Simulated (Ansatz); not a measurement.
Total energies of C₄H₆S (`C=C(C)C=S`).

```json
{"atom": "C1", "x (Å)": "-0.373", "y (Å)": "0.822", "z (Å)": "1.196"}
{"atom": "C2", "x (Å)": "-0.114", "y (Å)": "0.066", "z (Å)": "0.120"}
{"atom": "C3", "x (Å)": "1.251", "y (Å)": "-0.084", "z (Å)": "-0.461"}
{"atom": "C4", "x (Å)": "-1.232", "y (Å)": "-0.630", "z (Å)": "-0.494"}
{"atom": "S5", "x (Å)": "-1.163", "y (Å)": "-1.592", "z (Å)": "-1.792"}
{"atom": "H6", "x (Å)": "0.407", "y (Å)": "1.372", "z (Å)": "1.710"}
{"atom": "H7", "x (Å)": "-1.381", "y (Å)": "0.906", "z (Å)": "1.589"}
{"atom": "H8", "x (Å)": "1.983", "y (Å)": "0.494", "z (Å)": "0.103"}
{"atom": "H9", "x (Å)": "1.551", "y (Å)": "-1.135", "z (Å)": "-0.467"}
{"atom": "H10", "x (Å)": "1.262", "y (Å)": "0.242", "z (Å)": "-1.504"}
{"atom": "H11", "x (Å)": "-2.192", "y (Å)": "-0.460", "z (Å)": "0.000"}
```

Charge 0, multiplicity 1. The structure was optimised at the PBE0-D4/def2-TZVP level. It is one conformer, not always the lowest. Basis def2-TZVPP, Ansatz 0.2.0.

RPA on PBE orbitals: Hartree–Fock energy of these orbitals -552.47407 Eh, correlation -1.37052 Eh (frozen core).

```
             functional  energy without D4 (Eh)  D4 term (kJ/mol)
            LDA (SPW92)              -551.42525                 –
                    PBE              -553.87837             -23.9
                 revPBE              -554.14575             -77.9
                 B97M-V              -554.16863                 –
                   PBE0              -553.92712             -20.1
                  B3LYP              -554.28674             -38.4
                r2SCAN0              -554.11421              -6.9
HSE06 (plane-wave form)              -553.91063             -18.7
                  BHLYP              -554.15728             -27.8
              CAM-B3LYP              -554.17705             -20.3
                LC-ωPBE              -554.02705                 –
                ωB97M-V              -554.16028                 –
                 B2PLYP              -553.99047                 –
               PBE-QIDH              -553.81504                 –
```

(1) Give the same for BLYP, r2SCAN, r2SCANh, ωB97X-V. (An estimate is asked.)

B3LYP takes the VWN-RPA correlation (the form of Gaussian; ORCA's B3LYP/G). HSE06 is the plane-wave form, built on full-range PBE exchange. The double hybrids freeze the cores in their second-order part.

Answers

(1) Computed: 
| functional | energy without D4 (Eh) | D4 term (kJ/mol) |
| --- | --- | --- |
| BLYP | -554.18677 | -53.3 |
| r2SCAN | -554.13727 | -6.0 |
| r2SCANh | -554.12759 | -6.3 |
| ωB97X-V | -554.15024 | – |

LC-ωPBE has ω = 0.4 bohr⁻¹.
